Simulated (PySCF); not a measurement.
Molecule: Cyclopropylamine, C3H7N.

Bonds (- single, = double, # triple, : aromatic): N1-C2 1.431 Å, C2-C3 1.491 Å, C3-C4 1.507 Å, C4-C2 1.508 Å. N1 carries H5, H6; C2 carries H7; C3 carries H8, H9; C4 carries H10, H11. H9, H11 are cis to N1 on the ring; H8, H10 are trans to N1 on the ring.

Geometry PBE0-D3(BJ)/def2-SVP throughout; GIAO in PySCF, gas phase, one conformer, non-relativistic; equivalent atoms averaged; functional PBE0.

Question: How do the absolute shieldings σ depend on the basis set? (ppm; last column core-seconds on 1 thread of an Arm Neoverse V1, shared host)

Answer: 
```
    basis set  functions     N1     C2  C3/C4     H7  H8/H10  H9/H11  H5/H6  core-s
       STO-3G         27  280.4  202.7  219.5  31.16   31.98   32.42  33.01     1.6
        6-31G         50  225.1  174.2  188.5  30.34   31.86   32.58  32.89     3.1
     pcSseg-0         50  227.7  165.4  182.1  30.72   31.99   32.70  33.56     2.8
       6-31G*         70  224.6  168.3  184.2  29.78   31.42   31.94  32.26     3.9
     def2-SVP         91  230.1  168.5  184.6  29.47   31.02   31.55  31.67     4.7
      cc-pVDZ         91  229.7  169.7  186.2  29.34   30.92   31.44  31.59     5.1
     pcSseg-1        103  219.0  157.3  174.4  29.24   30.76   31.35  31.26     8.5
6-311+G(2d,p)        150  216.9  159.4  176.3  29.39   31.05   31.54  31.48     9.1
  aug-cc-pVDZ        155  226.3  169.1  184.8  29.23   30.87   31.37  31.21     9.9
    def2-TZVP        166  219.9  159.2  177.0  29.33   30.99   31.49  31.53      11
     IGLO-III        210  214.3  156.1  173.4  29.25   30.89   31.39  31.22      14
      cc-pVTZ        218  220.3  159.8  177.3  29.19   30.81   31.34  31.24      16
     pcSseg-2        242  215.3  155.8  173.4  29.10   30.72   31.26  30.97      21
```

Question: Which nucleus moves most, in ppm?

Answer: N1 (amine nitrogen): from 214.3 ppm with IGLO-III to 280.4 ppm with STO-3G. The smallest spread is 1.27 ppm, at H8/H10. Proton shifts span only some 12 ppm, so a few tenths of a ppm matter as much there as several ppm in carbon.

Question: Taking the largest basis, pcSseg-2 (242 functions), as the yardstick, rank the others by their worst heavy-atom deviation.

Answer: IGLO-III 1.0 ppm (210 functions), 6-311+G(2d,p) 3.6 ppm (150 functions), pcSseg-1 3.6 ppm (103 functions), def2-TZVP 4.6 ppm (166 functions), cc-pVTZ 5.0 ppm (218 functions), pcSseg-0 12.4 ppm (50 functions), 6-31G* 12.5 ppm (70 functions), aug-cc-pVDZ 13.3 ppm (155 functions), cc-pVDZ 14.4 ppm (91 functions), def2-SVP 14.8 ppm (91 functions), 6-31G 18.4 ppm (50 functions), STO-3G 65.1 ppm (27 functions).

A small basis that lands close on one nucleus may do so by chance; judge by the trend and by all nuclei.
